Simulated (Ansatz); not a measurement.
Reaction: C3H6O (SMILES C[C@H]1CO1) → CH3 (SMILES [CH3], doublet) + C2H3O (SMILES O1C[CH]1, doublet) (the C-C bond breaks)
Each species at its own B3LYP-D3(BJ)/def2-TZVP minimum (Ansatz, a quantum-chemistry and plane-wave program).

Total energies in hartree (Ansatz). Radicals and triplets start from unrestricted determinants; spin-orbit coupling is neglected. Cores are frozen in correlated methods. No relativity.

```tsv
species	HF/cc-pVTZ	CCSD(T)/cc-pVTZ	HF/cc-pVQZ	CCSD(T)/cc-pVQZ	CCSD(T)/cc-pVDZ	CCSDT(Q)/cc-pVDZ
1: C3H6O (SMILES C[C@H]1CO1)	-191.98105	-192.79077	-191.99461	-192.84964	-192.58637	-192.58859
2: CH3 (SMILES [CH3], doublet)	-39.57748	-39.76098	-39.58026	-39.77245	-39.71583	-39.71634
3: C2H3O (SMILES O1C[CH]1, doublet)	-152.28576	-152.86892	-152.29691	-152.91485	-152.71299	-152.71507
```

Problem. Work out the bond dissociation energy (electronic) in kcal/mol: take Hartree-Fock from cc-pVQZ, extrapolate the CCSD(T) correlation energy as X^-3 (X = 3, 4), and add CCSDT(Q) - CCSD(T) in cc-pVDZ. 1 hartree = 627.51 kcal/mol.

Solution. 
Species 1: correlation (64·(-0.85503) - 27·(-0.80972))/37 = -0.88809; step -0.00222; E1 = -191.99461 + (-0.88809) + (-0.00222) = -192.88492
Species 2: correlation (64·(-0.19219) - 27·(-0.18350))/37 = -0.19853; step -0.00051; E2 = -39.58026 + (-0.19853) + (-0.00051) = -39.77930
Species 3: correlation (64·(-0.61794) - 27·(-0.58316))/37 = -0.64332; step -0.00208; E3 = -152.29691 + (-0.64332) + (-0.00208) = -152.94231
-1·E1 +1·E2 +1·E3 = 0.16331 hartree = 102.5 kcal/mol.
